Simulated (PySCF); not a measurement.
This PySCF input asks for the NMR shieldings of `C=CPCO`, C₃H₇OP; the geometry comes from GFN2-xTB.

```python
import basis_set_exchange as bse
import numpy as np
from pyscf import gto, dft
from pyscf.prop import nmr

atoms = """
C     2.282031    0.066634   -0.005305
C     1.070788   -0.359778   -0.323910
P    -0.294383    0.697893   -0.880501
C    -1.566906    0.113014    0.377389
O    -2.024983   -1.173165    0.051822
H     3.068434   -0.613205    0.281262
H     2.538426    1.114351   -0.020241
H     0.828330   -1.416540   -0.328720
H     0.073756    1.836535   -0.156437
H    -1.115898    0.037720    1.370121
H    -2.390861    0.839974    0.413082
H    -2.467536   -1.144119   -0.804590
"""
names = dict.fromkeys(["C", "P", "O", "H"], "pcSseg-1")
basis = {el: gto.basis.parse(bse.get_basis(n, elements=[el], fmt="nwchem")) for el, n in names.items()}
mol = gto.M(atom=atoms, basis=basis, charge=0, verbose=0)
mf = dft.RKS(mol, xc="PBE0")
mf.grids.level = 2
mf.grids.alignment = dft.numint.BLKSIZE   # the property module wants whole blocks of grid points
mf.conv_tol = 1e-9
mf.kernel()

calc = nmr.RKS(mf)   # GIAO
C = mf.mo_coeff
Co = C[:, mf.mo_occ > 0]
resp = mf.gen_response(singlet=True, hermi=2)
def vind(x):   # induced exchange potential for any number of trial vectors
    d = np.einsum("pi,xij,qj->xpq", C, 2 * x.reshape(-1, C.shape[1], Co.shape[1]), Co, optimize=True)
    return np.einsum("xpq,pi,qj->xij", resp(d - d.transpose(0, 2, 1)), C, Co, optimize=True).ravel()
mo1, _ = nmr.rhf.solve_mo1(calc, with_cphf=vind)
sigma = calc.kernel(mo1)
for i, s in enumerate(sigma):   # ppm
    w = np.linalg.eigvalsh((s + s.T) / 2)
    print("%2d %-2s iso %8.1f  s11 %8.1f  s22 %8.1f  s33 %8.1f" % (i, mol.atom_pure_symbol(i), w.mean(), *w))
```

Task: What are the results?

Result: 
```
 0 C  iso     57.6  s11    -60.1  s22     72.6  s33    160.4
 1 C  iso     42.1  s11    -78.4  s22     37.5  s33    167.2
 2 P  iso    394.4  s11    351.9  s22    380.6  s33    450.7
 3 C  iso    119.4  s11     87.7  s22    115.0  s33    155.4
 4 O  iso    304.1  s11    239.1  s22    299.3  s33    374.0
 5 H  iso     25.7  s11     22.1  s22     24.8  s33     30.1
 6 H  iso     25.8  s11     22.4  s22     24.9  s33     30.1
 7 H  iso     24.9  s11     22.6  s22     23.7  s33     28.5
 8 H  iso     27.7  s11     24.2  s22     26.6  s33     32.5
 9 H  iso     27.1  s11     22.3  s22     27.9  s33     31.0
10 H  iso     27.2  s11     22.1  s22     27.3  s33     32.1
11 H  iso     31.8  s11     23.3  s22     29.3  s33     42.8
```

These numbers come from an equivalent density-fitted implementation of the same equations, which agrees with the script to about 0.01 ppm for H and up to a few tenths of a ppm for heavy atoms, so last digits may differ.

Size and cost of the density-fitted run: 127 basis functions, 13 s wall time on 1 thread of an Arm Neoverse V1, shared host; peak memory 0.59 GiB.
